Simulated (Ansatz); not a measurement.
SBr⁺, quintet: the ladder up to UCCSDT(Q)

Geometry: that of the SBr⁺, triplet, kept fixed. The triplet lies 5.9 eV lower here.

```yaml
atoms:
  - { symbol: S, position_ang: [0.0000, 0.0000, 0.0000] }
  - { symbol: Br, position_ang: [0.0000, 0.0000, 2.0253] }
```

Basis cc-pVDZ; Ansatz 0.2.0. Only valence electrons are correlated (noble-gas cores and the filled d shells of p-block atoms frozen), which leaves 12 electrons in 26 orbitals. Prefix R: restricted or restricted open-shell reference; prefix U: unrestricted. Active spaces: valence = (12e, 8o) chosen from the atoms' valence shells. No spin–orbit coupling is included, and no scalar relativity.

Full CI isn't at hand for all of this; UCCSDT(Q) serves as the reference, and is uncertain by about the last step of the cluster series. The frozen core follows each run's orbitals, which can shift R against U totals by a few meV for light atoms and by up to 0.1 eV past Ca.

The UHF ⟨S²⟩ is 6.011. The T1 diagnostic (RCCSD) is 0.0222, the largest doubles amplitude (RCCSD) is 0.048 and the T1 diagnostic (UCCSD) is 0.0183.

```json
{"level": "UHF", "E − E(UCCSDT(Q)) (meV)": "5873", "wall time": "–"}
{"level": "UMP2", "E − E(UCCSDT(Q)) (meV)": "967", "wall time": "–"}
{"level": "UCCSD", "E − E(UCCSDT(Q)) (meV)": "143", "wall time": "–"}
{"level": "UCCSD(T)", "E − E(UCCSDT(Q)) (meV)": "28", "wall time": "3.4 s"}
{"level": "UCCSDT", "E − E(UCCSDT(Q)) (meV)": "10", "wall time": "–"}
```

Run but not shown, since their state, orbitals or frozen core can't be matched to the reference's or they repeat it: RHF, RMP2, CISD, RCCSD, RCCSD(T), BCCD(T), RCCSDT, RCCSDT(Q), CASSCF (valence space), NEVPT2 (valence space), MRCISD (valence space), MRCISD+Q (valence space).

Times hold each run's SCF and search for its determinant on a shared host, so for small cases they say little of a method's own cost; they ran on 1 thread of Arm Neoverse V1. Some runs computed forces too.

Natural occupations of CASSCF (valence space) about the gap: 1.994 1.005 1.005 1.000 1.000; effectively unpaired electrons, Σ n²(2−n)², 4.00.
